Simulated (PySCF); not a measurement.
## Redox energetics: sulfur oxide

System: sulfur oxide, `[O][S]` (OS, triplet). Coordinates in Å; atoms count from 1 in this order:
```
O     0.7540   -0.0059   -0.0057
S    -0.7476    0.0082   -0.0226
```

Level of theory: ωB97X-D3(BJ)/ma-def2-TZVP single points in PySCF, grid level 2; every species was optimised with PBE0-D3(BJ)/ma-def2-SVP. The prefix ma- adds one diffuse s and one diffuse p function on all atoms but H. Zero-point and thermal terms (298.15 K, 1 bar) come from unscaled PBE0-D3(BJ)/ma-def2-SVP harmonic frequencies, with soft modes damped to free rotors in the entropy.

Frontier levels of the parent: HOMO -10.17 eV, LUMO -1.27 eV.

Oxidation to the radical cation:
- Vertical ionisation energy (electronic): 10.79 eV
- Adiabatic ionisation energy (with zero-point energy): 10.55 eV
- Adiabatic, electronic part: 10.54 eV
- Vertical gap at the product's structure: 10.48 eV
- Inner reorganisation energy (four-point): 308 meV
- Relaxation of product / of parent: 253 / 55 meV
- ⟨S²⟩ of the product: 0.755
- Largest spin populations: S2 0.64, O1 0.36
- Largest changes of atomic charge: S2 0.73, O1 0.27
- Distances that move most (Å): O1–S2 1.502 → 1.432
- Potential in DMSO: 7.41 V absolute, 2.88 V against Fc+/Fc computed at 4.53 V (solvation -8 → -311 kJ/mol)

Vertical ionisation energy to the quartet cation: 15.04 eV. This state was not relaxed.

Reduction to the radical anion:
* Vertical electron affinity (electronic): 1.09 eV
* Adiabatic electron affinity (with zero-point energy): 1.17 eV
* Adiabatic, electronic part: 1.16 eV
* Vertical gap at the product's structure: 1.46 eV
* Inner reorganisation energy (four-point): 377 meV
* Relaxation of product / of parent: 69 / 308 meV
* ⟨S²⟩ of the product: 0.757
* Largest spin populations: S2 0.54, O1 0.46
* Largest changes of atomic charge: S2 -0.72, O1 -0.28
* Distances that move most (Å): O1–S2 1.502 → 1.596
* Potential in DMSO: 3.87 V absolute, -0.66 V against Fc+/Fc computed at 4.53 V (solvation -8 → -269 kJ/mol)

Vertical electron affinity to the quartet anion: -1.23 eV. The extra electron is not bound at this structure, the number hangs on the basis, and the ion was not relaxed.

Solvents are IEF-PCM continua (electrostatics only, gas-phase structures); absolute potentials refer to an electron at rest in vacuum. Fc+/Fc in DMSO, 4.53 V, is ωB97X-D3(BJ)/ma-def2-TZVP on PBE0-D3(BJ)/def2-SVP structures with GFN2-xTB thermal terms. Benchmark calculations put it near 5.0 V in acetonitrile and DMSO, so it is about 0.5 V low, and the value against it can read up to that much too high.

Measured values (NIST Chemistry WebBook, evaluated or the median of agreeing entries): adiabatic ionisation energy 10.29 eV (computed 10.55, difference 0.25); adiabatic electron affinity 1.12 eV (computed 1.17, difference 0.05).

Caveats: the split of the reorganisation energy is sensitive to the structures, which come from another level (PBE0-D3(BJ)/ma-def2-SVP).

Structures, frequencies and single points took 28 s of wall time on 1 thread of Arm Neoverse V2 (shared host), launched as `OMP_NUM_THREADS=1 python redox_run.py task.json out`.

Differences come from unrounded values, so a last digit can differ from that of the printed terms.
